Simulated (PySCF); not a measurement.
Compound: H2BO (doublet state).
Structure used (PBE0-D3(BJ)/def2-SVP), in Å, numbered top down from 1:
```xyz
4
BH2O angstrom
B     -0.0070    0.0042   -0.2268
O      1.2252   -0.2186   -0.4863
H     -0.5480    1.0204   -0.6442
H     -0.6497   -0.7964    0.4400
```

Identity: `[O]B` (H2BO) [radical].

Theory: UKS B3LYP, IGLO-III on B O, pcH-1 on H, non-relativistic, mean-field spin-orbit, GIAO (PySCF 2.14.0). Isolated species at its PBE0-D3(BJ)/def2-SVP geometry, gas phase.

Question: Give the principal g shifts and their parts.

Answer: 
| Δg (ppt) | 1 | 2 | 3 |
| --- | --- | --- | --- |
| relativistic mass correction | -0.26 | -0.26 | -0.26 |
| gauge correction | 0.00 | 0.06 | 0.04 |
| orbital Zeeman/spin–orbit | 0.23 | 4.47 | 7.34 |
| total | -0.03 | 4.26 | 7.12 |

So g = 2.00229, 2.00658, 2.00944 and g_iso = 2.00610; the tensor is rhombic: the two nearest values differ by 40 % of g3 − g1. Axes: g2 points within 1° of the B1–O2 bond and g3 is normal to the molecular plane.

Question: What are the electron Larmor frequencies g μB B/h along the three axes at 340 mT?

Answer: 9.5284, 9.5488, 9.5624 GHz for g1, g2 and g3, a range of 34.0 MHz.

Question: At 9.325 GHz, how far is the centre of the isotropic spectrum from where a free electron (g = 2.002319) resonates?

Answer: B = hν/(g μB) with μB/h = 13.99624 MHz/mT gives 332.74 mT for the free electron and 332.11 mT at g_iso, 0.63 mT lower.

Question: Average each term over the three axes. Which is largest in size?

Answer: The orbital-Zeeman/spin–orbit term 4.01, the mass correction -0.26 and the gauge correction 0.03 ppt, for a total of 3.79 ppt. The orbital-Zeeman/spin–orbit term is the largest in size. The mass correction is the same along every axis, so the anisotropy comes from the other two: their spans along these axes are 0.05 (gauge) and 7.11 ppt (orbital Zeeman/spin–orbit).

Question: In a frozen sample, at which fields do the three g values resonate at 9.5, 34, 94 and 263 GHz (hyperfine left aside), and which band first spreads them over more than twice a line width of 0.3 mT?

Answer: 
```json
{"band": "X", "GHz": "9.5", "B(g3) mT": "337.78", "B(g2) mT": "338.26", "B(g1) mT": "338.99", "spread mT": "1.21"}
{"band": "Q", "GHz": "34.0", "B(g3) mT": "1208.91", "B(g2) mT": "1210.63", "B(g1) mT": "1213.22", "spread mT": "4.32"}
{"band": "W", "GHz": "94.0", "B(g3) mT": "3342.27", "B(g2) mT": "3347.03", "B(g1) mT": "3354.20", "spread mT": "11.93"}
{"band": "J", "GHz": "263.0", "B(g3) mT": "9351.24", "B(g2) mT": "9364.56", "B(g1) mT": "9384.62", "spread mT": "33.38"}
```

The spread grows in proportion to the frequency. X band is the first where it exceeds 0.6 mT.

The largest Mulliken spin populations are on O2 (+0.78), H3 (+0.18), H4 (+0.18) and B1 (-0.14). Three atoms exceed +0.15. The positive populations add up to 1.14 and the negative ones to -0.14, together 2S = 1.

The HOMO–LUMO gaps are 8.20 eV among the α and 5.30 eV among the β orbitals.
